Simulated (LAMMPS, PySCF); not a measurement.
How well does each level of theory give the bulk modulus B0 of rock-salt MgO?

Reference value: 170 GPa (measured, 0 K value with the zero-point phonon effect removed; as tabulated in Mejia-Rodriguez and Trickey (2018), arXiv:1807.09216).

Q: Put these levels in order of the bulk modulus B0 that they give for rock-salt MgO, smallest first: Hartree–Fock (PySCF), MP2 (PySCF), ionic model binks1994 (shell model, LAMMPS).

A: MP2 (153 GPa), Hartree–Fock (183 GPa), ionic model binks1994 (239 GPa)

Unless a cell is named, each level is at its own relaxed cell (ionic model binks1994 9.34, Hartree–Fock 9.14, MP2 9.55 Å³/atom).

Errors against the reference: ionic model binks1994 +41 %, Hartree–Fock +7.6 %, MP2 -10.0 %.

A ± on a computed value is a rough bar: the spread of its extrapolation, a floor set from checks against published values, or a statistical error. Each level is taken at its own relaxed cell.

Empirical potentials (ionic model binks1994) are fitted to chosen data, which need not cover the solid at hand: agreement can be built in, and what lay outside the fit can be far off.

Differences are worked out from the printed values.
